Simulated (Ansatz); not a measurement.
## H₂Al–C, quartet: the ladder up to full CI

Geometry: a point of a breathe scan, not a stationary point.

```xyz
4

Al    0.0000    0.0000    0.4559
C     0.0000    0.0000   -1.2072
H     0.0000    1.2087    1.0909
H     0.0000   -1.2087    1.0909
```

Basis 6-31G; Ansatz 0.2.0. Correlated methods freeze the noble-gas cores, which leaves 9 electrons in 20 orbitals. R marks a restricted (for open shells ROHF) determinant, U an unrestricted one. Active spaces: pair = (5e, 5o) about the gap; valence = (9e, 10o) chosen from the atoms' valence shells.

Full CI is exact within this basis and frozen core; it isn't the basis-set limit. The frozen core follows each run's orbitals, which can shift R against U totals by a few meV.

For open shells CISD is restricted-active-space CI with the open shells as a complete middle space.

The UHF ⟨S²⟩ is 3.755, the T1 diagnostic (RCCSD) is 0.0207 and the largest doubles amplitude (RCCSD) is 0.029. The T1 diagnostic (UCCSD) is 0.0171.

```csv
level,E − E(RHF) (eV)
UHF,-0.0470
RMP2,-1.6570
UMP2,-1.6767
RCCSD,-2.2289
UCCSD,-2.2309
RCCSD(T),-2.2632
UCCSD(T),-2.2643
```

(1) Estimate how far full CI in 6-31G lies from RCCSD(T). The table doesn't fix it; the size of (T) and the diagnostics are the guide.

(1) Full CI in 6-31G lies 1.5 kJ/mol below RCCSD(T), which is 45 % of the (T) step (-3.3 kJ/mol). The diagnostics give no warning, yet the rest is a sizeable part of (T).

The other levels:

```json
{"level": "CISD", "E − E(full CI) (kJ/mol)": "10.9", "share of correlation (%)": "95.03", "wall time": "5.1 s"}
{"level": "BCCD(T)", "E − E(full CI) (kJ/mol)": "1.5", "share of correlation (%)": "99.33", "wall time": "4.3 s"}
{"level": "RCCSDT", "E − E(full CI) (kJ/mol)": "0.2", "share of correlation (%)": "99.91", "wall time": "–"}
{"level": "UCCSDT", "E − E(full CI) (kJ/mol)": "0.1", "share of correlation (%)": "99.96", "wall time": "–"}
{"level": "RCCSDT(Q)", "E − E(full CI) (kJ/mol)": "0.0", "share of correlation (%)": "99.99", "wall time": "13 s"}
{"level": "UCCSDT(Q)", "E − E(full CI) (kJ/mol)": "-0.1", "share of correlation (%)": "100.05", "wall time": "12 s"}
{"level": "CASSCF (valence space)", "E − E(full CI) (kJ/mol)": "92.5", "share of correlation (%)": "57.91", "wall time": "–"}
{"level": "NEVPT2 (valence space)", "E − E(full CI) (kJ/mol)": "25.1", "share of correlation (%)": "88.56", "wall time": "11 s"}
{"level": "MRCISD (valence space)", "E − E(full CI) (kJ/mol)": "3.7", "share of correlation (%)": "98.32", "wall time": "–"}
{"level": "MRCISD+Q (valence space)", "E − E(full CI) (kJ/mol)": "1.8", "share of correlation (%)": "99.18", "wall time": "19 s"}
```

The correlation energy at full CI, counted from RHF, is -2.278 eV. That run took 9.6 min on 1 thread of Intel Xeon, shared host over 11,075,136 determinants.

Run but not shown, since their state or frozen core can't be matched to the reference's or they repeat it: CASSCF (pair space), NEVPT2 (pair space), MRCISD (pair space), MRCISD+Q (pair space).

Times hold each run's SCF and search for its determinant on a shared host, so for small cases they say little of a method's own cost; they ran on 1 thread of Intel Xeon.

The full-CI state has the irrep A2 of C2v, in the program's axes.

Natural occupations of full CI about the gap: 1.979 1.971 1.966 0.996 0.996 0.990 0.025 0.017 0.015 0.015; effectively unpaired electrons, Σ n²(2−n)², 3.01.
